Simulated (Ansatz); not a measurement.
```yaml
crystal:
  periodic: [false, false, false]
  atoms:
    - {symbol: Zr, position_ang: [0.000000, 0.000000, 0.000000]}
    - {symbol: F, position_ang: [0.000000, 0.000000, 2.020000]}
basis:
  gaussian: {orbitals: def2-TZVP}
magnetization: {spin_polarized: true, initial_magnetization: 3}
hamiltonian: {xc: pbe0}
relax: {f_tol: 0.004, max_steps: 80}
```

```sh
$ ansatz run in.yaml --threads 1 --pin off --events-out ev --progress --plain --max-ram 2176MiB
```

Steps of the relaxation (energy above the last step; positions in Å, forces in eV/Å):

```
2
step 1, 161.5 meV
Zr    0.000    0.000    0.000    0.000    0.000    2.209
F     0.000    0.000    2.020    0.000    0.000   -2.209
```

```
2
step 2, 2.2 meV
Zr    0.000    0.000    0.059    0.000    0.000    0.314
F     0.000    0.000    1.961    0.000    0.000   -0.314
```

```
2
step 3, 0.0 meV
Zr    0.000    0.000    0.066    0.000    0.000   -0.041
F     0.000    0.000    1.954    0.000    0.000    0.041
```

```
2
step 4, 0.0 meV
Zr    0.000    0.000    0.066    0.000    0.000    0.000
F     0.000    0.000    1.954    0.000    0.000    0.000
```

Close pairs at the end: Zr1–F2 1.889 Å.

A stationary point of unrestricted PBE0 after 4 steps, with ⟨S²⟩ = 3.753 against 3.75 for a pure state. 17 s on 1 thread of Intel Xeon 6975P-C, shared host.
